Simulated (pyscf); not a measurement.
PySCF, gas phase, ωB97X-D3(BJ)/def2-SVP geometries.

SMILES: [SnH3][SnH2][SH]
```xyz
9

S     -0.2681    -0.7671    -1.7993
Sn     1.2317    -0.1029    -0.0237
Sn    -0.2707     0.0852     2.2320
H     -0.7218    -1.8531    -1.1434
H      2.4967    -1.2483     0.0921
H      1.8607     1.3911    -0.5552
H     -1.3892     1.3632     2.0692
H     -1.1308    -1.3764     2.4400
H      0.6876     0.3596     3.6200
```
Charge 0, spin multiplicity 1.

Task: What is the homolytic dissociation enthalpy (298 K, ωB97M-D3(BJ)/def2-TZVP) of the S–Sn bond of HS–SnH₂–SnH₃ (SMILES [SH][SnH2][SnH3]), to SH• + •H₂Sn–SnH₃?

Result: S–Sn to SH• + •H₂Sn–SnH₃: 70.0 kcal/mol. The 7 functionals that were run give +68.1 (M06-2X) to +76.3 kcal/mol (ωB97X-D3(BJ)). Other isomers of •H₂Sn–SnH₃ were not searched in full and may lie lower. Left out: the spin-orbit lowering of SH. Elements past Kr carry the def2 core potentials, without spin-orbit coupling.
